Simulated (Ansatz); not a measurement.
Compare A (`CC1(F)OCO1`) with its isomer B (`O=CCOCF`).

Isolated molecules relaxed with PBE0-D4/def2-TZVP in Ansatz; ΔE leaves out vibrations. CCSD(T)/CBS adds triple-zeta CCSD(T) − MP2 to the extrapolated MP2 energy (def2 sets, frozen cores). Functionals use def2-TZVPP. One conformer a species, not always the lowest.

Task: Which isomer does CCSD(T)/CBS put lower? Give the gap. (Best estimate.)

Result: Computed: A, by 16.3 kJ/mol.

Task: Give E(B) − E(A) in kJ/mol with CCSD(T)/def2-TZVPP, CCSD/def2-TZVPP, PBE-D4, MP2/def2-TZVPP, PBE0-D4, ωB97M-V, HF/def2-TZVPP. (Estimate.)

Result: Ansatz gave: CCSD(T)/def2-TZVPP 16.4, CCSD/def2-TZVPP 16.7, PBE-D4 14.7, MP2/def2-TZVPP 18.8, PBE0-D4 25.8, ωB97M-V 21.8, HF/def2-TZVPP 5.8. None reverses the order clearly.

Largest T1 diagnostic: 0.013.

From PBE to PBE0 (25 % exact exchange), in def2-TZVPP and without D4, E(B) − E(A) moves by +11.3 kJ/mol. In def2-TZVPP, CCSD(T) changes the Hartree–Fock value by +10.6 kJ/mol (the triples alone add −0.3 kJ/mol) and MP2 by +13.0 kJ/mol.
